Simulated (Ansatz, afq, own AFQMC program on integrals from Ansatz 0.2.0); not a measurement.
**AFQMC, coupled cluster and functionals along a coordinate of CH₄⁺, doublet**

```csv
atom,x (Å),y (Å),z (Å)
C,0.0000,0.0000,0.0000
H,0.3646,0.7500,0.7480
H,-0.3742,-0.7450,0.7482
H,-0.3622,0.7462,-0.7529
H,0.3718,-0.7512,-0.7433
```

The C1–H4 distance is changed with both sides rigid. Energies in eV count from this geometry (1.120 Å) at the same level; the start stands on UHF, each point on the determinant named.

Basis 6-31G. Only valence electrons are correlated. AFQMC by an in-house program on the Cholesky factors that Ansatz 0.2.0 writes for its CCSD(T) run. ph-AFQMC/CISD is guided by a CISD state made of CCSD amplitudes; releasing the constraint for a short imaginary time cuts its bias at the price of noise, slowly where states lie close. Error bars are statistical, one sigma.

```csv
r(C1–H4) / Å,det.,T1,weight,⟨S²⟩,r2SCAN,wB97M-V,CCSD(T)
1.032,UHF,0.006,0.95,0.75,0.139,0.139,0.158
1.237,UHF,0.008,0.95,0.75,0.147,0.145,0.122
1.514,UHF,0.029,0.93,0.78,1.035,1.028,0.938
2.040,UHF,0.030,0.93,0.79,2.388,2.337,2.176
2.984,UHF,0.011,0.95,0.75,3.152,3.103,2.662
```

(1) Estimate the curve of full CI, counted from the same start.

Answers

(1) 
| r(C1–H4) / Å | det. | T1 | weight | ⟨S²⟩ | FCI | ph-AFQMC/CISD | released AFQMC | CCSDT(Q) |
| --- | --- | --- | --- | --- | --- | --- | --- | --- |
| 1.032 | UHF | 0.006 | 0.95 | 0.75 | 0.159 | 0.158 ± 0.002 | 0.157 ± 0.0009 | 0.159 |
| 1.237 | UHF | 0.008 | 0.95 | 0.75 | 0.121 | 0.120 ± 0.002 | 0.121 ± 0.002 | 0.121 |
| 1.514 | UHF | 0.029 | 0.93 | 0.78 | 0.932 | 0.937 ± 0.003 | 0.932 ± 0.001 | 0.932 |
| 2.040 | UHF | 0.030 | 0.93 | 0.79 | 2.168 | 2.177 ± 0.002 | – | 2.168 |
| 2.984 | UHF | 0.011 | 0.95 | 0.75 | 2.665 | 2.674 ± 0.002 | – | 2.665 |

Weight is that of the determinant in the CISD state; at the start T1 is 0.006 and the weight 0.95, and ⟨S²⟩ is 0.75. Symmetry can't show for every point that it stays on the start's state. A dash marks a missing value, a released energy that hasn't settled or a functional that sits on another state. Largest departures from full CI: CCSD(T) 0.008 eV at 2.040 (on UHF), ph-AFQMC/CISD 0.009 eV at 2.040 (on UHF), released AFQMC -0.002 eV at 1.032 (on UHF) (within the noise), CCSDT(Q) 0.000 eV at 2.040 (on UHF). The functionals aren't scored here. In this small basis the wave-function levels are far from their limit, so their gap to the functionals isn't the functionals' error.

CCSDT and higher add their correlation energy to the determinant of the CCSD(T) run, since their own runs factorise the integrals more tightly (a shift of under 2 meV). A walk keeps the symmetry of its determinant, which the program's search chose and which needn't be the lowest solution, so a lower state of the same spin and another symmetry isn't excluded. Released energies are given only where the last usable release times agree within the noise; a slower fall can still hide under it.
